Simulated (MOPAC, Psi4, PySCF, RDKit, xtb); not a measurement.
Two geometries of C2H4O2, SMILES O=COC, relaxed at B3LYP-D3(BJ)/def2-SVP with one dihedral held; other torsions can differ between them too.

Structure A

```
8

C      0.9379    -0.0783     0.0787
O     -0.4331    -0.4173    -0.0707
C     -1.2565    -0.0262     0.9298
O     -2.1857     0.7070     0.7802
H      1.0920     0.9994    -0.0978
H      1.3149    -0.3333     1.0876
H      1.5030    -0.6529    -0.6664
H     -0.9515    -0.4425     1.9233
```

Structure B

```
8

C      0.9523    -0.0831     0.0829
O     -0.4125    -0.4740    -0.0106
C     -1.2605     0.0115     0.9335
O     -1.8655     1.0352     0.8310
H      1.0566     1.0126     0.0053
H      1.4078    -0.4247     1.0308
H      1.4806    -0.5560    -0.7550
H     -1.3692    -0.6803     1.8039
```

### Question
Which is lower in energy at the level DF-MP2 (frozen core)/cc-pVTZ // B3LYP-D3(BJ)/def2-SVP (Psi4), and by how much?

### Answer
A is lower, by 10.95 kJ/mol (dihedral C1–O2–C3–O4: 120° in A, 90° in B).

E(B) − E(A) in kJ/mol at the other levels, on the same two geometries: MMFF94 // B3LYP-D3(BJ)/def2-SVP (RDKit) 14.02; PBE0/def2-TZVP // B3LYP-D3(BJ)/def2-SVP (Psi4) 11.73; PBE0-D3(BJ)/def2-TZVP // B3LYP-D3(BJ)/def2-SVP (Psi4) 11.72; PBE/def2-TZVP // B3LYP-D3(BJ)/def2-SVP (Psi4) 13.15; PBE-D3(BJ)/def2-TZVP // B3LYP-D3(BJ)/def2-SVP (Psi4) 13.15; M06-2X/def2-TZVP // B3LYP-D3(BJ)/def2-SVP (Psi4) 10.20; HF/cc-pVTZ // B3LYP-D3(BJ)/def2-SVP (Psi4) 7.73; UFF // B3LYP-D3(BJ)/def2-SVP (RDKit) 5.78; PM7, restricted, heats of formation // B3LYP-D3(BJ)/def2-SVP (MOPAC) -0.95; PM6, restricted, heats of formation // B3LYP-D3(BJ)/def2-SVP (MOPAC) 0.96; GFN1-xTB // B3LYP-D3(BJ)/def2-SVP (xtb) 7.70; restricted B3LYP/6-31G*, spherical d // B3LYP-D3(BJ)/def2-SVP (PySCF) 11.06; restricted M06-2X/6-31G*, spherical d // B3LYP-D3(BJ)/def2-SVP (PySCF) 10.27; restricted Hartree-Fock/STO-3G // B3LYP-D3(BJ)/def2-SVP (PySCF) 6.41; restricted MP2 (frozen core)/3-21G // B3LYP-D3(BJ)/def2-SVP (PySCF) 7.87.
